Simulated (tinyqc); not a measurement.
Worked calculation: UHF in the sto-6g basis, for BH2+, spin multiplicity 1. This run ends on a higher stationary point, not on the lowest solution. One step of it, computed by the program tinyqc.

Problem. Iteration 29 (converged): orbitals. Diagonalise F' = X^T F X, C = X C', fill 3 alpha and 3 beta electrons from the bottom; D(s) = C_occ C_occ^T. Each column has its largest component positive (the first on a tie).

converged F(alpha) (hartree), order 1B 1s, 1B 2s, 1B 2px, 1B 2py, 1B 2pz, 2H 1s, 3H 1s:
$$\begin{pmatrix}
-7.963393 & -2.214313 & 0.000000 & 0.000000 & 0.007040 & -0.182904 & -0.182904 \\
-2.214313 & -1.298967 & 0.000000 & 0.000000 & -0.051220 & -0.391149 & -0.391149 \\
0.000000 & 0.000000 & -0.117265 & 0.000000 & 0.000000 & 0.000000 & 0.000000 \\
0.000000 & 0.000000 & 0.000000 & -0.432023 & 0.000000 & -0.345975 & 0.345975 \\
0.007040 & -0.051220 & 0.000000 & 0.000000 & -0.136496 & -0.115452 & -0.115452 \\
-0.182904 & -0.391149 & 0.000000 & -0.345975 & -0.115452 & -0.458297 & -0.009499 \\
-0.182904 & -0.391149 & 0.000000 & 0.345975 & -0.115452 & -0.009499 & -0.458297
\end{pmatrix}$$

converged F(beta) (hartree), order 1B 1s, 1B 2s, 1B 2px, 1B 2py, 1B 2pz, 2H 1s, 3H 1s:
$$\begin{pmatrix}
-7.963393 & -2.214313 & 0.000000 & 0.000000 & 0.007040 & -0.182904 & -0.182904 \\
-2.214313 & -1.298967 & 0.000000 & 0.000000 & -0.051220 & -0.391149 & -0.391149 \\
0.000000 & 0.000000 & -0.117265 & 0.000000 & 0.000000 & 0.000000 & 0.000000 \\
0.000000 & 0.000000 & 0.000000 & -0.432023 & 0.000000 & -0.345975 & 0.345975 \\
0.007040 & -0.051220 & 0.000000 & 0.000000 & -0.136496 & -0.115452 & -0.115452 \\
-0.182904 & -0.391149 & 0.000000 & -0.345975 & -0.115452 & -0.458297 & -0.009499 \\
-0.182904 & -0.391149 & 0.000000 & 0.345975 & -0.115452 & -0.009499 & -0.458297
\end{pmatrix}$$

X, order 1B 1s, 1B 2s, 1B 2px, 1B 2py, 1B 2pz, 2H 1s, 3H 1s:
$$\begin{pmatrix}
-0.490257 & 0.000000 & 0.668485 & 0.000000 & -0.538547 & 0.000000 & 0.322151 \\
0.920590 & 0.000000 & -0.234144 & 0.000000 & -0.221885 & 0.000000 & 0.537464 \\
0.000000 & 0.000000 & 0.000000 & 1.000000 & 0.000000 & 0.000000 & 0.000000 \\
0.000000 & 0.897608 & 0.000000 & 0.000000 & 0.000000 & 0.609951 & 0.000000 \\
0.312866 & 0.000000 & 0.667915 & 0.000000 & 0.678474 & 0.000000 & 0.179968 \\
-0.559796 & -0.649969 & -0.298602 & 0.000000 & 0.242975 & 0.421172 & 0.351158 \\
-0.559796 & 0.649969 & -0.298602 & 0.000000 & 0.242975 & -0.421172 & 0.351158
\end{pmatrix}$$

Give: F' = X^T F X; orbital energies; coefficients C; F' = X^T F X; orbital energies; coefficients C; D(alpha) after iteration 29; D(beta) after iteration 29.

Solution.

F' = X^T F X (alpha) (hartree):
$$\begin{pmatrix}
-0.6679 & 0.0000 & 1.3632 & 0.0000 & -1.1827 & 0.0000 & 0.8103 \\
0.0000 & 0.0801 & 0.0000 & 0.0000 & 0.0000 & 0.0219 & 0.0000 \\
1.3632 & 0.0000 & -2.9299 & 0.0000 & 2.7548 & 0.0000 & -2.0148 \\
0.0000 & 0.0000 & 0.0000 & -0.1173 & 0.0000 & 0.0000 & 0.0000 \\
-1.1827 & 0.0000 & 2.7548 & 0.0000 & -2.9066 & 0.0000 & 2.1577 \\
0.0000 & 0.0219 & 0.0000 & 0.0000 & 0.0000 & -0.6755 & 0.0000 \\
0.8103 & 0.0000 & -2.0148 & 0.0000 & 2.1577 & 0.0000 & -2.5046
\end{pmatrix}$$

orbital energies (alpha) (hartree): MO1 -7.9651, MO2 -0.8377, MO3 -0.6761, MO4 -0.2060, MO5 -0.1173, MO6 -0.0003, MO7 0.0807

coefficients C (alpha), order 1B 1s, 1B 2s, 1B 2px, 1B 2py, 1B 2pz, 2H 1s, 3H 1s:
$$\begin{pmatrix}
0.9956 & -0.2389 & 0.0000 & 0.1396 & 0.0000 & -0.1152 & 0.0000 \\
0.0166 & 0.8090 & 0.0000 & -0.5693 & 0.0000 & 0.5114 & 0.0000 \\
0.0000 & 0.0000 & 0.0000 & 0.0000 & 1.0000 & 0.0000 & 0.0000 \\
0.0000 & 0.0000 & 0.5837 & 0.0000 & 0.0000 & 0.0000 & 0.9149 \\
-0.0003 & 0.0698 & 0.0000 & 0.6578 & 0.0000 & 0.7741 & 0.0000 \\
-0.0020 & 0.2767 & 0.4398 & 0.4232 & 0.0000 & -0.5738 & -0.6375 \\
-0.0020 & 0.2767 & -0.4398 & 0.4232 & 0.0000 & -0.5738 & 0.6375
\end{pmatrix}$$

F' = X^T F X (beta) (hartree):
$$\begin{pmatrix}
-0.6679 & 0.0000 & 1.3632 & 0.0000 & -1.1827 & 0.0000 & 0.8103 \\
0.0000 & 0.0801 & 0.0000 & 0.0000 & 0.0000 & 0.0219 & 0.0000 \\
1.3632 & 0.0000 & -2.9299 & 0.0000 & 2.7548 & 0.0000 & -2.0148 \\
0.0000 & 0.0000 & 0.0000 & -0.1173 & 0.0000 & 0.0000 & 0.0000 \\
-1.1827 & 0.0000 & 2.7548 & 0.0000 & -2.9066 & 0.0000 & 2.1577 \\
0.0000 & 0.0219 & 0.0000 & 0.0000 & 0.0000 & -0.6755 & 0.0000 \\
0.8103 & 0.0000 & -2.0148 & 0.0000 & 2.1577 & 0.0000 & -2.5046
\end{pmatrix}$$

orbital energies (beta) (hartree): MO1 -7.9651, MO2 -0.8377, MO3 -0.6761, MO4 -0.2060, MO5 -0.1173, MO6 -0.0003, MO7 0.0807

coefficients C (beta), order 1B 1s, 1B 2s, 1B 2px, 1B 2py, 1B 2pz, 2H 1s, 3H 1s:
$$\begin{pmatrix}
0.9956 & -0.2389 & 0.0000 & 0.1396 & 0.0000 & -0.1152 & 0.0000 \\
0.0166 & 0.8090 & 0.0000 & -0.5693 & 0.0000 & 0.5114 & 0.0000 \\
0.0000 & 0.0000 & 0.0000 & 0.0000 & 1.0000 & 0.0000 & 0.0000 \\
0.0000 & 0.0000 & 0.5837 & 0.0000 & 0.0000 & 0.0000 & 0.9149 \\
-0.0003 & 0.0698 & 0.0000 & 0.6578 & 0.0000 & 0.7741 & 0.0000 \\
-0.0020 & 0.2767 & 0.4398 & 0.4232 & 0.0000 & -0.5738 & -0.6375 \\
-0.0020 & 0.2767 & -0.4398 & 0.4232 & 0.0000 & -0.5738 & 0.6375
\end{pmatrix}$$

D(alpha) after iteration 29, order 1B 1s, 1B 2s, 1B 2px, 1B 2py, 1B 2pz, 2H 1s, 3H 1s:
$$\begin{pmatrix}
1.0483 & -0.1768 & 0.0000 & 0.0000 & -0.0170 & -0.0681 & -0.0681 \\
-0.1768 & 0.6547 & 0.0000 & 0.0000 & 0.0564 & 0.2238 & 0.2238 \\
0.0000 & 0.0000 & 0.0000 & 0.0000 & 0.0000 & 0.0000 & 0.0000 \\
0.0000 & 0.0000 & 0.0000 & 0.3407 & 0.0000 & 0.2567 & -0.2567 \\
-0.0170 & 0.0564 & 0.0000 & 0.0000 & 0.0049 & 0.0193 & 0.0193 \\
-0.0681 & 0.2238 & 0.0000 & 0.2567 & 0.0193 & 0.2700 & -0.1169 \\
-0.0681 & 0.2238 & 0.0000 & -0.2567 & 0.0193 & -0.1169 & 0.2700
\end{pmatrix}$$

D(beta) after iteration 29, order 1B 1s, 1B 2s, 1B 2px, 1B 2py, 1B 2pz, 2H 1s, 3H 1s:
$$\begin{pmatrix}
1.0483 & -0.1768 & 0.0000 & 0.0000 & -0.0170 & -0.0681 & -0.0681 \\
-0.1768 & 0.6547 & 0.0000 & 0.0000 & 0.0564 & 0.2238 & 0.2238 \\
0.0000 & 0.0000 & 0.0000 & 0.0000 & 0.0000 & 0.0000 & 0.0000 \\
0.0000 & 0.0000 & 0.0000 & 0.3407 & 0.0000 & 0.2567 & -0.2567 \\
-0.0170 & 0.0564 & 0.0000 & 0.0000 & 0.0049 & 0.0193 & 0.0193 \\
-0.0681 & 0.2238 & 0.0000 & 0.2567 & 0.0193 & 0.2700 & -0.1169 \\
-0.0681 & 0.2238 & 0.0000 & -0.2567 & 0.0193 & -0.1169 & 0.2700
\end{pmatrix}$$
